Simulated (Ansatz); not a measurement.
## Molecular dynamics of CH8OSi

Input:

```yaml
crystal:
  periodic: [false, false, false]
  atoms:
    - { symbol: Si, position_ang: [-0.308033, 0.070795, -0.084864] }
    - { symbol: C, position_ang: [-0.004525, 0.255753, 2.232795] }
    - { symbol: H, position_ang: [-0.593256, 0.755682, 3.015498] }
    - { symbol: H, position_ang: [0.391896, -0.671831, 2.659762] }
    - { symbol: H, position_ang: [0.844922, 0.916826, 2.049041] }
    - { symbol: H, position_ang: [0.809121, -0.887979, 0.03179] }
    - { symbol: H, position_ang: [0.018461, 1.496333, -0.241132] }
    - { symbol: H, position_ang: [-0.863466, -0.305115, -1.431639] }
    - { symbol: O, position_ang: [-1.962757, -0.208009, 0.680029] }
    - { symbol: H, position_ang: [-2.509344, -0.965397, 0.499416] }
    - { symbol: H, position_ang: [-1.387519, -0.105059, 1.581607] }
basis:
  gaussian: { orbitals: def2-SVP }
hamiltonian:
  xc: hf
md:
  timestep: 0.5
  n_steps: 200
  ensemble: nve
  temperature: 100.0
  initial_velocities: maxwell_boltzmann
  seed: 7040
```

Run as:

```bash
$ ansatz run input.yaml --threads 1 --pin off --max-ram 2048MiB --backend cpu --events-out ev --progress --plain --runs-dir out
```

It starts at the highest image of a converged band. Of that band: The profile has 2 maxima (images 1, 4) with wells between them (image 2): this band takes more than one step, which may be the mechanism or a detour left from its start path. Neighbouring images differ by up to 3.8 eV, so the band resolves the path poorly. A vibrational analysis at the climbing image gives one clearly imaginary mode, 1364i cm⁻¹: a first-order saddle point.

Output, in part (one step line in 7, the closing report, with atoms numbered from 0):

```
md step     0: t =     0.00 fs  T =   100.0 K  F+E_penalty+E_count = -11048.68171153 eV  E_kin = 0.116334 eV  conserved = -11048.56537753 eV  (32 SCF iters)
md step     7: t =     3.50 fs  T =    68.4 K  F+E_penalty+E_count = -11048.64437745 eV  E_kin = 0.079532 eV  conserved = -11048.56484520 eV  (32 SCF iters)
md step    14: t =     7.00 fs  T =   175.4 K  F+E_penalty+E_count = -11048.76822031 eV  E_kin = 0.204029 eV  conserved = -11048.56419122 eV  (32 SCF iters)
md step    21: t =    10.50 fs  T =   950.4 K  F+E_penalty+E_count = -11049.67822262 eV  E_kin = 1.105610 eV  conserved = -11048.57261258 eV  (32 SCF iters)
md step    28: t =    14.00 fs  T =  1174.4 K  F+E_penalty+E_count = -11049.94885429 eV  E_kin = 1.366179 eV  conserved = -11048.58267505 eV  (32 SCF iters)
md step    35: t =    17.50 fs  T =  1052.5 K  F+E_penalty+E_count = -11049.78592883 eV  E_kin = 1.224362 eV  conserved = -11048.56156729 eV  (33 SCF iters)
md step    42: t =    21.00 fs  T =  2150.8 K  F+E_penalty+E_count = -11051.07822270 eV  E_kin = 2.502080 eV  conserved = -11048.57614231 eV  (31 SCF iters)
md step    49: t =    24.50 fs  T =  2336.2 K  F+E_penalty+E_count = -11051.28928427 eV  E_kin = 2.717783 eV  conserved = -11048.57150149 eV  (29 SCF iters)
md step    56: t =    28.00 fs  T =  2252.8 K  F+E_penalty+E_count = -11051.18546620 eV  E_kin = 2.620771 eV  conserved = -11048.56469506 eV  (29 SCF iters)
md step    63: t =    31.50 fs  T =  2566.8 K  F+E_penalty+E_count = -11051.55724487 eV  E_kin = 2.986014 eV  conserved = -11048.57123055 eV  (31 SCF iters)
md step    70: t =    35.00 fs  T =  2797.8 K  F+E_penalty+E_count = -11051.82546541 eV  E_kin = 3.254846 eV  conserved = -11048.57061953 eV  (30 SCF iters)
md step    77: t =    38.50 fs  T =  2700.9 K  F+E_penalty+E_count = -11051.70713339 eV  E_kin = 3.142012 eV  conserved = -11048.56512104 eV  (22 SCF iters)
md step    84: t =    42.00 fs  T =  3003.7 K  F+E_penalty+E_count = -11052.06571495 eV  E_kin = 3.494308 eV  conserved = -11048.57140656 eV  (22 SCF iters)
md step    91: t =    45.50 fs  T =  2833.5 K  F+E_penalty+E_count = -11051.86521836 eV  E_kin = 3.296335 eV  conserved = -11048.56888382 eV  (30 SCF iters)
md step    98: t =    49.00 fs  T =  2733.1 K  F+E_penalty+E_count = -11051.74520722 eV  E_kin = 3.179544 eV  conserved = -11048.56566329 eV  (22 SCF iters)
md step   105: t =    52.50 fs  T =  2839.6 K  F+E_penalty+E_count = -11051.87373023 eV  E_kin = 3.303391 eV  conserved = -11048.57033888 eV  (22 SCF iters)
md step   112: t =    56.00 fs  T =  2870.7 K  F+E_penalty+E_count = -11051.90840071 eV  E_kin = 3.339551 eV  conserved = -11048.56884932 eV  (30 SCF iters)
md step   119: t =    59.50 fs  T =  2866.4 K  F+E_penalty+E_count = -11051.90123062 eV  E_kin = 3.334652 eV  conserved = -11048.56657845 eV  (22 SCF iters)
md step   126: t =    63.00 fs  T =  2886.0 K  F+E_penalty+E_count = -11051.92636214 eV  E_kin = 3.357426 eV  conserved = -11048.56893629 eV  (22 SCF iters)
md step   133: t =    66.50 fs  T =  2731.9 K  F+E_penalty+E_count = -11051.74434499 eV  E_kin = 3.178146 eV  conserved = -11048.56619892 eV  (31 SCF iters)
md step   140: t =    70.00 fs  T =  2872.1 K  F+E_penalty+E_count = -11051.90869431 eV  E_kin = 3.341239 eV  conserved = -11048.56745523 eV  (30 SCF iters)
md step   147: t =    73.50 fs  T =  2824.2 K  F+E_penalty+E_count = -11051.85324013 eV  E_kin = 3.285494 eV  conserved = -11048.56774658 eV  (30 SCF iters)
md step   154: t =    77.00 fs  T =  2873.5 K  F+E_penalty+E_count = -11051.90902594 eV  E_kin = 3.342898 eV  conserved = -11048.56612808 eV  (32 SCF iters)
md step   161: t =    80.50 fs  T =  3011.1 K  F+E_penalty+E_count = -11052.07168619 eV  E_kin = 3.502981 eV  conserved = -11048.56870473 eV  (30 SCF iters)
md step   168: t =    84.00 fs  T =  2698.5 K  F+E_penalty+E_count = -11051.70526792 eV  E_kin = 3.139315 eV  conserved = -11048.56595264 eV  (31 SCF iters)
md step   175: t =    87.50 fs  T =  2612.3 K  F+E_penalty+E_count = -11051.60324231 eV  E_kin = 3.039008 eV  conserved = -11048.56423436 eV  (31 SCF iters)
md step   182: t =    91.00 fs  T =  3011.1 K  F+E_penalty+E_count = -11052.07325448 eV  E_kin = 3.502975 eV  conserved = -11048.57027949 eV  (31 SCF iters)
md step   189: t =    94.50 fs  T =  2727.4 K  F+E_penalty+E_count = -11051.73749484 eV  E_kin = 3.172856 eV  conserved = -11048.56463853 eV  (31 SCF iters)
md step   196: t =    98.00 fs  T =  2712.5 K  F+E_penalty+E_count = -11051.72021652 eV  E_kin = 3.155558 eV  conserved = -11048.56465842 eV  (30 SCF iters)
md step   200: t =   100.00 fs  T =  2944.7 K  F+E_penalty+E_count = -11051.99722423 eV  E_kin = 3.425645 eV  conserved = -11048.57157915 eV  (31 SCF iters)
Total energy: -11051.99722423 eV, -406.1534066777 hartree
Atom 0 at    -0.886881    -0.108519    -1.204959 Å, force     1.143314     0.282602    -0.550469 eV/Å
Atom 1 at     1.467291     0.777511     5.751680 Å, force    -3.138243     0.471065     3.769683 eV/Å
Atom 2 at     1.557566     1.809093     5.590178 Å, force    -0.574507     1.846809    -0.533251 eV/Å
Atom 3 at     2.443921     0.495688     5.771997 Å, force     2.889597    -1.942713    -0.184400 eV/Å
Atom 4 at     0.802303     0.302132     5.076149 Å, force    -0.193733    -0.554267    -0.976343 eV/Å
Atom 5 at    -0.122199    -1.305400    -0.758093 Å, force     0.412333     0.260807    -0.191801 eV/Å
Atom 6 at    -0.379810     1.169615    -0.641721 Å, force     0.131487    -0.234572    -0.007285 eV/Å
Atom 7 at    -0.904038     0.028137    -2.683268 Å, force     0.210194    -0.090294     0.088130 eV/Å
Atom 8 at    -2.376947    -0.391598    -0.673571 Å, force    -1.727516    -0.388190     0.695490 eV/Å
Atom 9 at    -2.531233    -1.223600    -0.252810 Å, force    -0.169828     0.169520    -0.034185 eV/Å
Atom 10 at     1.008566     0.650671     6.824612 Å, force     1.016900     0.179233    -2.075568 eV/Å
Dipole moment:     0.121453    -0.252025     0.094371 e Å
```

The run went to its last step. The conserved energy stayed within 1.6 meV per atom of its start (net change -0.56 meV per atom), so the integration is sound. The kinetic energy rose, since the run started high on the potential surface and went downhill. It ends in pieces (CH4 + H4OSi), so much of that is their flight and rotation, not heat. A run of 0.1 ps of so small a system gives no equilibrium averages. The orbitals stay closed-shell, which can raise the energy where a bond breaks towards radicals; this wasn't checked here.

Between its relaxed ends the band would form Si1–O9, C2–H11 and break Si1–C2, O9–H11. These pairs go: Si1–O9 1.84 → 1.61 Å, C2–H11 1.57 → 1.17 Å, Si1–C2 2.34 → 7.40 Å, O9–H11 1.07 → 8.29 Å. In the last frame they stand as after the step (other bonds may differ from the relaxed reactants and products). It ends as CH4 + H4OSi. Pairs count as bonded within 1.25 times the sum of covalent radii (0.12 Å more for H–H).

Last frame:

```xyz
11
Properties=species:S:1:pos:R:3
Si -0.887 -0.108 -1.205
C 1.467 0.777 5.752
H 1.558 1.809 5.590
H 2.444 0.496 5.772
H 0.802 0.302 5.076
H -0.122 -1.305 -0.758
H -0.380 1.170 -0.642
H -0.904 0.028 -2.683
O -2.377 -0.392 -0.674
H -2.531 -1.224 -0.253
H 1.009 0.651 6.825
```

Run time: 2.2 min on 1 thread of Intel(R) Xeon(R) 6975P-C (Granite Rapids), on a shared host, peak memory 0.18 GiB.
